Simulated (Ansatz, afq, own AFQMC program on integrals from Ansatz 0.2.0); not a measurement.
SiHO, doublet in cc-pVTZ, levels against CCSDT(Q)

```xyz
3

Si    0.0000    0.0310    0.6323
O     0.0000   -0.0988   -1.0129
H     0.0000    0.7057   -1.5397
```

Connectivity, by distances: Si–OH.

Basis cc-pVTZ. Only valence electrons are correlated. AFQMC by an in-house program on the Cholesky factors that Ansatz 0.2.0 writes for its CCSD(T) run. ph-AFQMC/CISD is guided by a CISD state made of CCSD amplitudes; releasing the constraint for a short imaginary time cuts its bias at the price of noise, slowly where states lie close. Free AFQMC starts from the CCSD state and is never constrained. Its projection time is finite, and what remains of the start isn't in its error. ± is one standard error of the sampling.

Determinant: UHF, the one that the program's search chose, which needn't be the lowest solution. The geometry is a PBE0/def2-TZVP stationary point of this or a neighbouring charge and spin state.

No full CI on the walks' own integrals is used here; CCSDT(Q) serves as the reference and is uncertain by about the last step of the cluster series.

* T1 diagnostic: 0.0199
* weight of the determinant in the CISD state: 0.879
* ⟨S²⟩ of the determinant: 0.777
* size of the correlated space: 11 electrons in 72 orbitals

| level | correlation energy (eV) |
| --- | --- |
| MP2 | -8.7164 |
| CCSD | -9.1570 |
| CCSD(T) | -9.5078 |

Task: Estimate where AFQMC with the constraint released lies against CCSD(T) on the same integrals.

Result: 3.5 ± 0.8 kJ/mol below CCSD(T).

Reference: CCSDT(Q), correlation energy -9.543 eV. The released energy is read at 2.40 1/Eh (meV from the phaseless value at times in 1/Eh: -5 ± 5 at 0.24, -12 ± 5 at 0.51, -21 ± 4 at 0.99, -13 ± 8 at 1.62, -20 ± 9 at 2.40).

| level | E − E(reference) (kJ/mol) | share of correlation (%) |
| --- | --- | --- |
| CCSD(T) | 3.4 | 99.63 |
| CCSDT | 1.9 | 99.79 |
| ph-AFQMC/HF | 1.9 ± 3.0 | 99.80 |
| ph-AFQMC/CISD | 1.8 ± 0.5 | 99.81 |
| released AFQMC | -0.2 ± 0.8 | 100.02 |
| free AFQMC | 0.7 ± 1.0 | 99.92 |

Free projections are given only where their last times agree within the noise and don't stop above the reference; a slow remainder of the start can still hide under it. A walk keeps the symmetry of its determinant, which the program's search chose and which needn't be the lowest solution, so a lower state of the same spin and another symmetry isn't excluded. Released energies are given only where the last usable release times agree within the noise; a slower fall can still hide under it.
